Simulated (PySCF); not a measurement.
Species: N-vinylformamide, C3H5NO.
Numbering: `[CH2:1]=[CH:2][NH:3][CH:4]=[O:5]` (hydrogens: H6, H7 on C1; H8 on C2; H9 on N3; H10 on C4)

Computed by this run: PySCF, PBE0-D3(BJ)/def2-SVP geometry optimisation, gas phase; density fitting, grid level 1; the optimiser is geomeTRIC in internal coordinates, started from an MMFF94s structure with every atom displaced at random (about 0.03 Å).

Step 0: E = -6715.3359 eV
```
atom  x, y, z in Å  |  force x, y, z in eV/Å
C1     -1.7104    0.1147   -0.3451   -7.534   1.227  -1.553
C2     -0.6233    0.1855    0.2872    3.724   0.237   2.465
N3      0.5031   -0.1985   -0.3276    6.488   1.133   6.069
C4      1.8778   -0.1899    0.3423   -7.626   0.855   0.082
O5      1.9857    0.1159    1.4745    0.737   0.585   1.581
H6     -1.8699   -0.1073   -1.4000    0.408  -0.355  -0.090
H7     -2.6501    0.5032    0.1466    0.864  -0.533  -0.420
H8     -0.4963    0.5351    1.3207   -0.043  -0.142  -0.152
H9      0.5332   -0.4807   -1.2072   -0.282  -1.604  -5.219
H10     2.5749   -0.5549   -0.2869    3.263  -1.404  -2.763
```

Step 1: E = -6716.5012 eV
```
atom  x, y, z in Å  |  force x, y, z in eV/Å
C1     -1.8258    0.1589   -0.3374    1.526   0.304   0.744
C2     -0.6041    0.2447    0.2630   -0.922  -0.428  -0.741
N3      0.6053   -0.1388   -0.3235    1.092  -0.239  -0.275
C4      1.8358   -0.2065    0.3830   -1.070  -0.533  -1.651
O5      1.9817    0.0946    1.5326    0.084   0.092   0.048
H6     -1.9153   -0.1524   -1.3719   -0.082  -0.199  -0.317
H7     -2.7363    0.4402    0.1895    0.044   0.080   0.086
H8     -0.4857    0.5838    1.2949    0.039  -0.024   0.029
H9      0.6156   -0.4608   -1.3205   -0.074   0.428   1.368
H10     2.6534   -0.6404   -0.3053   -0.637   0.520   0.708
```

**Question.** Estimate the geometry and energy of step 2. (The exact step hangs on the optimiser's Hessian estimate; all steps are aligned on step 1, rigid shifts and turns removed.)

**Answer.** E = -6716.6131 eV, largest force 1.125 eV/Å
```
atom  x, y, z in Å  |  force x, y, z in eV/Å
C1     -1.7786    0.1687   -0.3381    0.262   0.114   0.280
C2     -0.5781    0.1957    0.2648   -0.680  -0.017  -0.518
N3      0.6121   -0.1790   -0.3374   -0.377  -0.272  -0.507
C4      1.7701   -0.2168    0.3666    0.747   0.030  -0.841
O5      1.8809    0.1277    1.5088    0.242   0.000   0.699
H6     -1.9341   -0.1651   -1.3692    0.109   0.010   0.034
H7     -2.6548    0.5118    0.2118   -0.047  -0.037   0.014
H8     -0.4442    0.5231    1.2993    0.018  -0.011  -0.054
H9      0.6252   -0.4833   -1.3158   -0.098   0.147   0.519
H10     2.6261   -0.5594   -0.2863   -0.176   0.035   0.374
```

The energy changes by -0.1119 eV. The first-order estimate −F·Δx gives -0.2737 eV and the mean of the old and new forces, exact on a quadratic surface, -0.1069 eV. The step makes an angle of 71° with the force vector and moves no atom by more than 0.111 Å.

The cost below is that of the whole optimisation. Time: 30 s; peak memory 0.37 GiB. Hardware: an Arm Neoverse V1 with one thread, on a shared host.
